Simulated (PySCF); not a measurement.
CH₃O, SMILES C[O], multiplicity 2.

Geometry optimised at B3LYP-D3(BJ)/def2-TZVP. A frequency run showed that this geometry is not a minimum. The isomer is the one that the SMILES or the coordinates give; other isomers of the formula were not compared.

Two levels are set side by side: PBE/def2-TZVPD (PySCF) and CAM-B3LYP/def2-TZVPD (PySCF). Same geometry, gas phase. Differences are taken from unrounded values.

| quantity | PBE |
|---|---|
| α-spin orbital gap (eV) | 6.27 |
| β-spin orbital gap (eV) | 0.69 |
| dipole moment (D) | 2.12 |
| mean polarisability (bohr³) | 22.0 |

Question: These are the PBE values. What does CAM-B3LYP give? (An estimate is asked for; the answer gives what the named calculation found.)

Answer: 
```csv
quantity,CAM-B3LYP,PBE minus CAM-B3LYP
α-spin orbital gap (eV),10.80,-4.53
β-spin orbital gap (eV),6.88,-6.19
dipole moment (D),2.10,0.02
mean polarisability (bohr³),20.5,1.5
```

Loosely held outer electrons make PBE densities more polarisable. Differences between two approximate levels are no errors against the true value.

Rough cost on one machine, each run with all the roots and properties that it gave: CAM-B3LYP against PBE within a factor of 2.
